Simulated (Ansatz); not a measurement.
A made-up structure of CH$_{4}$LiSi, doublet:

Li1  (-2.615, -0.879, 0.121)
Si2  (0.622, 0.680, 0.074)
C3  (-0.599, -0.775, -0.097)
H4  (0.026, -1.592, -0.350)
H5  (1.322, 0.900, -1.142)
H6  (-0.049, 1.883, 0.417)
H7  (1.589, 0.415, 1.079)
(Å)

It is relaxed with PBE-D4/def2-SVP and then PBE0-D4/def2-TZVP (Ansatz 0.2.0). Atoms count as bonded within 1.22 times the sum of their covalent radii (H–H: 0.88 Å). The end point is not checked to be a true minimum.

Does its bonding change? (A judgement: the text doesn't fix the answer.)

Computed: No: no bond forms or breaks.

Where it ends: The first stage lowers the energy by 0.42 eV in 7 steps. It ends as CH₄LiSi ([Li][CH][SiH3]):
```
7
angstrom
Li -2.4601 -0.6781 0.1472
Si 0.5702 0.6064 0.0639
C -0.5626 -0.8235 -0.1121
H -0.0063 -1.7318 -0.3771
H 1.3299 0.9554 -1.1825
H -0.1835 1.8532 0.4264
H 1.6082 0.4494 1.1366
```

Labels in which every atom is bracketed show which atoms are joined, not bond orders.

For scale, one of the runs: PBE0-D4/def2-TZVP relaxation, 106 basis functions, launched by `ansatz run in.yaml --threads 2 --pin off --events-out ev --progress --plain --max-ram 4352MiB`. The run took about 19 s on 2 CPU threads of an Arm Neoverse V1 (shared host).
